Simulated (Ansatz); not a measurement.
# P2: the cost of one run

Computed with Ansatz 0.2.0, Gaussian basis. Level: def2-QZVPP, core rule «outside noble gas», up to 10 orbitals frozen.

The runs, in order: UHF; ROHF; CCSD(T) on UHF.

2 further runs of the same task are left out: 2 set aside as unsound or not needed.

## 1. The geometry

The geometry is a PBE0/def2-TZVP stationary point (not a proven minimum).

2 atoms, charge 0, spin multiplicity 3.

Atoms are counted from 1 here; the program's logs count them from 0.

Bond lengths: P1–P2 2.056 Å.

## 2. UHF

Input file in.yaml:

```yaml
crystal:
  periodic: [false, false, false]
  atoms:
    - {symbol: P, position_ang: [0.000000, 0.000000, 0.000000]}
    - {symbol: P, position_ang: [0.000000, 0.000000, 2.055800]}
basis:
  gaussian: {orbitals: "def2-QZVPP.json"}
magnetization: {spin_polarized: true, initial_magnetization: 2}
hamiltonian: {xc: hf}
output: {orbitals: {seedname: orbitals}}
```

Started as:

```bash
$ ansatz run in.yaml --threads 1 --pin off --events-out ev --progress --plain --max-ram 3968MiB --backend cpu
```

What time and memory should one allow on 1 thread of AMD EPYC 7R13, shared host?

About 11 s, with a peak of 0.28 GiB.
